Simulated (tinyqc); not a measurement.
Stretching all distances: RHF, UHF, MP2, CISD and CCSD against full CI in the sto-6g basis, for LiH, spin multiplicity 1. Computed by the program tinyqc with PySCF. All coordinates are multiplied by the scale. c0^2 is the weight of the RHF determinant in the lowest singlet FCI state (UHF is spin-contaminated and may lie near states of higher spin) and n(LUMO) the first natural occupation beyond the occupied space.

Geometry (angstrom):

| atom | x | y | z |
|---|---|---|---|
| Li | 0.0000 | 0.0000 | 0.0000 |
| H | 0.0000 | 0.0000 | 1.5510 |

Full CI energy (hartree) and errors against it (kcal/mol):

| scale | distance 1-2 (angstrom) | E(FCI) | RHF | UHF | MP2 | CISD | CCSD | <S^2> UHF | c0^2 | n(LUMO) |
|---|---|---|---|---|---|---|---|---|---|---|
| 0.880 | 1.365 | -7.96627 | 11.066 | 11.066 | 3.816 | 0.006 | 4.83e-03 | 0.000 | 0.981 | 0.031 |
| 1.110 | 1.722 | -7.96826 | 14.245 | 14.245 | 5.462 | 0.009 | 0.007 | 0.000 | 0.969 | 0.051 |
| 1.340 | 2.078 | -7.94444 | 20.574 | 20.411 | 8.839 | 0.015 | 0.012 | 0.125 | 0.941 | 0.100 |
| 1.570 | 2.435 | -7.91706 | 30.731 | 17.315 | 14.452 | 0.025 | 0.021 | 0.712 | 0.881 | 0.198 |
| 1.790 | 2.776 | -7.89659 | 44.431 | 10.392 | 21.925 | 0.042 | 0.037 | 0.879 | 0.786 | 0.350 |
| 2.020 | 3.133 | -7.88359 | 61.632 | 5.236 | 30.150 | 0.061 | 0.055 | 0.947 | 0.682 | 0.534 |
| 2.480 | 3.846 | -7.87386 | 93.981 | 1.243 | 36.204 | 0.084 | 0.074 | 0.990 | 0.567 | 0.792 |

Estimate the missing row, scale = 2.25.

Computed row:
```
scale  distance 1-2 (angstrom)    E(FCI)     RHF    UHF     MP2   CISD   CCSD  <S^2> UHF   c0^2  n(LUMO)
2.250                    3.490  -7.87698  78.901  2.525  35.608  0.075  0.068      0.977  0.609    0.685
```

UHF parts from RHF first at scale 1.34 of those listed, where <S^2> leaves zero. The weight c0^2 goes from 0.98 to 0.57 and n(LUMO) from 0.03 to 0.79: static correlation grows as the bonds break into open-shell fragments. The spread of the error along the curve, which distorts its shape, is CCSD 0.1, CISD 0.1, UHF 19.2, MP2 32.4, RHF 82.9 kcal/mol.
